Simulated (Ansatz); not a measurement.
**B₂ (singlet): the correlation ladder at distance B1–B2 = 2.684 Å, cc-pVDZ**

Aim: climb from Hartree-Fock through coupled cluster and multireference methods for B₂ (singlet) at one geometry and basis, and see what each rung misses.

Method: cc-pVDZ, core rule «outside noble gas», up to 2 orbitals frozen; program: Ansatz 0.2.0, Gaussian basis.

The runs, in order: UHF; CCSD(T) on RHF; BCCD(T) on RHF; CISD; CCSDT(Q) on RHF; CCSDT(Q) on UHF; CISDTQ; CCSDTQ on RHF; CASSCF and MRCISD+Q, 2 electrons in 2 orbitals; CASSCF and NEVPT2, 2 electrons in 2 orbitals; CASSCF and MRCISD+Q, 6 electrons in 8 orbitals; CASSCF and NEVPT2, 6 electrons in 8 orbitals; Full CI.

29 further runs of the same task are left out: 6 for a known fault of the program, 19 that didn't finish, 4 set aside as unsound or not needed.

**1. The geometry**

The geometry derives from a PBE0/def2-TZVP stationary point (not a proven minimum). One bond is set to the value named and the two fragments are kept rigid.

2 atoms, charge 0, spin multiplicity 1.

Atoms are counted from 1 here; the program's logs count them from 0.

No contacts short enough for the rule that draws bonds.

Geometry (Å):

| atom | x (Å) | y (Å) | z (Å) |
| --- | --- | --- | --- |
| B1 | 0.00000 | 0.00000 | 0.00000 |
| B2 | 0.00000 | 0.00000 | 2.68400 |

**2. UHF**

in.yaml reads:

```yaml
crystal:
  periodic: [false, false, false]
  atoms:
    - {symbol: B, position_ang: [0.000000, 0.000000, 0.000000]}
    - {symbol: B, position_ang: [0.000000, 0.000000, 2.684000]}
basis:
  gaussian: {orbitals: cc-pVDZ}
magnetization: {spin_polarized: true, initial_magnetization: 0}
hamiltonian: {xc: hf}
output: {orbitals: {seedname: orbitals}}
```

On the command line:

```console
$ ansatz run in.yaml --threads 1 --pin off --events-out ev --progress --plain --max-ram 2393MiB
```

Further steps of the session: CCSD(T) on RHF; BCCD(T) on RHF; CISD; CCSDT(Q) on RHF; CCSDT(Q) on UHF; CISDTQ; CCSDTQ on RHF; CASSCF and MRCISD+Q, 2 electrons in 2 orbitals; CASSCF and NEVPT2, 2 electrons in 2 orbitals; CASSCF and MRCISD+Q, 6 electrons in 8 orbitals; CASSCF and NEVPT2, 6 electrons in 8 orbitals; Full CI.

Q: Predict the results of all the runs planned. Wanted: FCI below the RHF energy; RMP2 from FCI; RCCSD from FCI; RCCSD(T) from FCI; RCCSDT(Q) from FCI; NEVPT2 pair from FCI; MRCISD+Q pair from FCI; NEVPT2 valence from FCI; T1 diagnostic.

The runs gave:

| quantity | value |
| --- | --- |
| FCI below the RHF energy | -4.6731 eV |
| RMP2 from FCI | +1713.2 meV |
| RCCSD from FCI | +224.9 meV |
| RCCSD(T) from FCI | +57.9 meV |
| RCCSDT(Q) from FCI | +4.7 meV |
| NEVPT2 pair from FCI | +1303.2 meV |
| MRCISD+Q pair from FCI | -98.3 meV |
| NEVPT2 valence from FCI | +520.4 meV |
| levels within 1 kcal/mol (43 meV) | RCCSDT, CISDTQ, RCCSDT(Q), RCCSDTQ |
| T1 diagnostic | 0.026 |
| effectively unpaired electrons | 0.51 |

RCCSD(T) lands +57.9 meV from the yardstick (1.2 % of the correlation energy). MRCISD+Q pair falls below full CI: the +Q correction isn't variational, and the cores differ from full CI's. The occupations show some static correlation. Of the multireference levels listed MRCISD+Q valence comes nearest in total energy (+52.2 meV), which doesn't show that its space is the better one. These misses are within one basis, not against nature.
